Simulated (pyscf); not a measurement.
Four-centre exchange: H₃Ge–AsH₂ + H₂O -> HO–GeH₂–AsH₂ + H₂

Gas phase, singlet surface, charge 0. Bonds broken: Ge2–H5, O8–H9. Bonds formed: Ge2–O8, H5–H9. Single points on ωB97X-D3(BJ)/def2-SVP structures (PySCF, gas phase).

Transition state (Å):

```xyz
10

As    -1.0740    -1.6872     1.1803
Ge    -0.5549     0.4851     0.3125
H     -1.7655    -2.0603    -0.1180
H     -2.3804    -1.2567     1.8321
H      0.5987    -0.4842    -0.9339
H     -1.7199     1.4586     0.6635
H      0.7192     1.1552     0.8495
O     -0.9022     0.8458    -1.6405
H      0.0124     0.1508    -1.6304
H     -0.7646     1.7521    -1.9592
```

One imaginary mode, 1346i cm⁻¹; descent along it reached the two sides named.

| bond | change | reactant side (Å) | saddle | product side |
|---|---|---|---|---|
| Ge2–H5 | breaks | 1.537 | 1.955 | 4.2 |
| O8–H9 | breaks | 0.965 | 1.149 | 2.454 |
| Ge2–O8 | forms | 3.1 | 2.016 | 1.793 |
| H5–H9 | forms | 2.7 | 1.110 | 0.762 |

Electronic energies relative to the separated reactants (eV):

| level | barrier | reaction energy | reverse barrier |
|---|---|---|---|
| ωB97X-D3(BJ)/def2-TZVP | 1.93 | -0.06 | 1.99 |
| PBE/def2-TZVP | 1.68 | 0.00 | 1.68 |
| r²SCAN/def2-TZVP | 1.77 | -0.07 | 1.84 |
| B3LYP-D3(BJ)/def2-TZVP | 1.87 | -0.05 | 1.92 |
| PBE0-D3(BJ)/def2-TZVP | 1.82 | +0.03 | 1.79 |
| M06-2X/def2-TZVP | 1.82 | -0.23 | 2.05 |
| ωB97M-D3(BJ)/def2-TZVP | 1.94 | 0.00 | 1.94 |
| HF/def2-TZVP | 2.69 | +0.04 | 2.66 |

With ωB97M-D3(BJ)/def2-TZVP energies and thermal terms (ideal gas, 1 atm, RRHO with modes under 100 cm⁻¹ raised to 100, one conformer, R ln 2 for chiral ones without a mode under 150 cm⁻¹), in eV:

```tsv
T (K)	ΔH‡	ΔG‡	ΔH	ΔG
298	1.84	2.31	-0.12	-0.05
600	1.85	2.79	-0.08	+0.01
900	1.88	3.25	-0.03	+0.04
1200	1.92	3.71	0.00	+0.06
```

At the saddle there is also a short Ge–H contact that neither side keeps. One saddle was located; it need not be the lowest between these sides. Elements up to Kr have no core potential and no relativistic terms here.
